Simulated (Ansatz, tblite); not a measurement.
# The cluster PtSe₂+: rung by rung

An exercise on one series of results from a longer session: the logs are not shown, and one member is left open.

Method: as each input shows; program: Ansatz 0.2.0, Gaussian basis.

The runs, in order: GFN1-xTB, GFN2-xTB, PBE-D4/def2-TZVP, r2SCAN-D4/def2-TZVP, revPBE-D4/def2-TZVP, r2SCAN0-D4/def2-TZVP, ωB97X-V/def2-TZVP, B97M-V/def2-TZVP, LC-ωPBE/def2-TZVP, PBE+5HF/def2-TZVP, PBE+10HF/def2-TZVP, PBE+15HF/def2-TZVP, PBE+35HF/def2-TZVP, PBE+50HF/def2-TZVP, PBE-D4/def2-SVP, PBE0-D4/def2-SVP, CCSD(T)/def2-SVP, MP2/def2-TZVP, RPA/def2-TZVP.

1 further run of the same task is left out (set aside as unsound or not needed). Runs told in other sessions of the task aren't counted.

## The geometry

The geometry is that of the doublet, from an earlier relaxation (PBE-D4/def2-TZVP). At that level it is the lowest of the isomers that a small search found.

3 atoms, charge 1, spin multiplicity 2.

Bond lengths: Pt1–Se2 2.369 Å, Pt1–Se3 2.369 Å, Se2–Se3 2.263 Å. Angles: Se2–Pt1–Se3 57.1°, Pt1–Se2–Se3 61.5°, Pt1–Se3–Se2 61.5°.

Geometry (Å):

```xyz
3

Pt    0.2478    1.3440    0.2384
Se    0.0197   -0.5015   -1.2287
Se   -0.2675   -0.8425    0.9903
```

Pt takes a core potential in the def2 sets. No spin-orbit coupling is included. The ion is computed in the gas phase, without counter-ions or solvent.

PBE0-D4/def2-TZVP was run before; its log isn't repeated, and its numbers join the tables.

Set-up of the first run:

Tight binding, by tblite at 300 K electronic temperature and without a spin-polarisation term:

```python
tblite.interface.Calculator('GFN1-xTB', numbers, positions, charge=1, uhf=1).singlepoint()
```

Tight binding, by tblite at 300 K electronic temperature and without a spin-polarisation term:

```python
tblite.interface.Calculator('GFN2-xTB', numbers, positions, charge=1, uhf=1).singlepoint()
```

start.molden holds the orbitals of an earlier run on this state, given as this run's starting guess.

in.yaml reads:

```yaml
crystal:
  periodic: [false, false, false]
  atoms:
    - {symbol: Pt, position_ang: [0.247823, 1.344015, 0.238440]}
    - {symbol: Se, position_ang: [0.019690, -0.501538, -1.228732]}
    - {symbol: Se, position_ang: [-0.267513, -0.842476, 0.990302]}
basis:
  gaussian: {orbitals: def2-TZVP, initial_orbitals: start.molden}
total_charge: 1
magnetization: {spin_polarized: true, initial_magnetization: 1}
hamiltonian: {xc: pbe, dispersion: d4}
scf: {omitted_lower_state_checks: [starts]}
output: {orbitals: {seedname: orbitals}}
```

Launch:

```
ansatz run in.yaml --threads 4 --pin off --events-out ev --progress --plain --max-ram 3916MiB
```

Among the steps run: PBE-D4/def2-TZVP; r2SCAN-D4/def2-TZVP; revPBE-D4/def2-TZVP; r2SCAN0-D4/def2-TZVP; ωB97X-V/def2-TZVP; B97M-V/def2-TZVP; LC-ωPBE/def2-TZVP; PBE+5HF/def2-TZVP; PBE+10HF/def2-TZVP; PBE+15HF/def2-TZVP; PBE+35HF/def2-TZVP; PBE+50HF/def2-TZVP; PBE-D4/def2-SVP; PBE0-D4/def2-SVP; CCSD(T)/def2-SVP; MP2/def2-TZVP; RPA/def2-TZVP.

One of the session's tables, all rows but one given; the rest of the session is left out.

| level | HOMO (eV) | LUMO (eV) | gap (eV) |
| --- | --- | --- | --- |
| PBE-D4/def2-SVP | -11.04 | -10.43 | 0.60 |
| PBE-D4/def2-TZVP | -10.96 | -10.35 | 0.62 |
| revPBE-D4/def2-TZVP | -10.92 | -10.26 | 0.66 |
| r2SCAN-D4/def2-TZVP | ? | ? | ? |
| B97M-V/def2-TZVP | -11.25 | -10.15 | 1.10 |
| PBE0-D4/def2-SVP | -12.31 | -9.66 | 2.65 |
| PBE0-D4/def2-TZVP | -12.21 | -9.53 | 2.68 |
| r2SCAN0-D4/def2-TZVP | -12.43 | -9.52 | 2.90 |
| LC-ωPBE/def2-TZVP | -14.80 | -7.41 | 7.40 |
| ωB97X-V/def2-TZVP | -14.40 | -7.56 | 6.84 |
| PBE+5HF/def2-TZVP | -11.21 | -10.18 | 1.02 |
| PBE+10HF/def2-TZVP | -11.46 | -10.02 | 1.44 |
| PBE+15HF/def2-TZVP | -11.71 | -9.86 | 1.85 |
| PBE+35HF/def2-TZVP | -12.71 | -9.20 | 3.51 |
| PBE+50HF/def2-TZVP | -13.48 | -8.72 | 4.75 |

**Question.** Estimate the row for r2SCAN-D4/def2-TZVP.

As computed: HOMO (eV): -11.25; LUMO (eV): -10.32; gap (eV): 0.93.

Caveats from the session: Notes on CCSD(T)/def2-SVP: spin contamination.
